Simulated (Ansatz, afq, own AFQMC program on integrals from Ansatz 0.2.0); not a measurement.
Two steps: Ansatz 0.2.0 writes the Fock matrix and Cholesky factors of the valence space, and afq projects on them the lowest state that overlaps trial and start.

```yaml
crystal:
  periodic: [false, false, false]
  atoms:
    - {symbol: Br, position_ang: [0.000000, 0.000000, -1.286867]}
    - {symbol: H, position_ang: [0.000000, 0.000000, 0.133733]}
    - {symbol: H, position_ang: [0.000000, 0.000000, 1.153133]}
basis:
  gaussian: {orbitals: cc-pVTZ}
magnetization: {spin_polarized: true, initial_magnetization: 1}
correlation: {method: ccsd_t, electrons: outside_noble_gas, hamiltonian_folder: ham}
```

```sh
$ ansatz run in.yaml --threads 1 --pin off --events-out ev --progress --plain --max-ram 24576MiB --backend cuda --devices 0, --max-vram 18GiB
```

Options of the walk:

```
--method phaseless --trial cisd --walkers 4000 --populations 20 --least-time 60 --time-step 0.005 --steps-per-block 50 --equilibration-blocks 28 --max-blocks 4000 --target-error 0.00018 --factor-cut 1e-05 --start spin_pure --seed 6656 --release-times 0.24,0.51,0.99,1.62,2.4 --release-step 0.03 --release-every 3 --taylor-order 6
```

Times are imaginary, in 1/Eh. The walk had a cap of 192 s. With eight or more populations the least sampling time is a fifth of least-time, and the error comes from their spread. Filled inner d shells are frozen with the cores.

Output of the walk:

```
orbitals 57  electrons 5 4  factors 369 of 429
reference energy -2573.52802999 Eh
CCSD correlation -0.20432450 Eh in 10 cycles, weight of the determinant in the CISD state 0.9127
energy of the start -2573.731686 Eh
 block  time / (1/Eh)  mean weight  energy / Eh
     1     0.250  0.9998  -2573.730933
     2     0.500  1.0000  -2573.733104
     3     0.750  0.9997  -2573.735102
     4     1.000  0.9997  -2573.736710
     5     1.250  1.0000  -2573.737892
    12     3.000  1.0002  -2573.739969
    19     4.750  1.0002  -2573.739911
    26     6.500  1.0000  -2573.740295
    33     8.250  1.0000  -2573.740041
    40    10.000  1.0000  -2573.739982
    47    11.750  0.9999  -2573.740400
    51    12.750  1.0000  -2573.739439
    54    13.500  1.0001  -2573.739991
    61    15.250  1.0001  -2573.740246
    68    17.000  1.0003  -2573.739746
    71    17.750  0.9999  -2573.741528
    75    18.750  1.0000  -2573.740433
    78    19.500  1.0000  -2573.739855
error from the spread of 20 populations
released: time / (1/Eh)  energy / Eh  error  mean overlap
  0.24  -2573.740218  0.000064  0.9974
  0.51  -2573.740152  0.000067  0.9988
  0.99  -2573.740265  0.000077  0.9932
  1.62  -2573.740300  0.000064  0.9936
  2.40  -2573.740400  0.000090  0.9876
energy -2573.740138 +/- 0.000089 Eh
(rows thinned)
```

The run passed its tests (sampling time, drift between the halves within three errors, error under three times the target), which doesn't prove that it has relaxed.

Against this walk (error 2.4 meV) on the same determinant: CCSD(T) 20.6 meV higher, CCSDT(Q) 2.9 meV lower (within the noise). The error is statistical and leaves out the bias of the constraint. The released energies are still falling (meV from the phaseless value at times in 1/Eh: -2.2 ± 1.7 at 0.24, -0.4 ± 1.8 at 0.51, -3.5 ± 2.1 at 0.99, -4.4 ± 1.7 at 1.62, -7.1 ± 2.4 at 2.40), so they give no level.

Cautions: constraint bias not in the error; no relativity below Rb; no spin-orbit coupling; inner d shell frozen.

The walk took 70 s on 1 × NVIDIA H100 80GB HBM3 with 2 threads of AMD EPYC 7R13 Processor (Zen 3), with other jobs on the host (the card was shared). The log's last line is the phaseless energy.

CCSDT and higher add their correlation energy to the determinant of the CCSD(T) run, since their own runs factorise the integrals more tightly (a shift of under 2 meV). A walk keeps the symmetry of its determinant, which the program's search chose and which needn't be the lowest solution, so a lower state of the same spin and another symmetry isn't excluded.
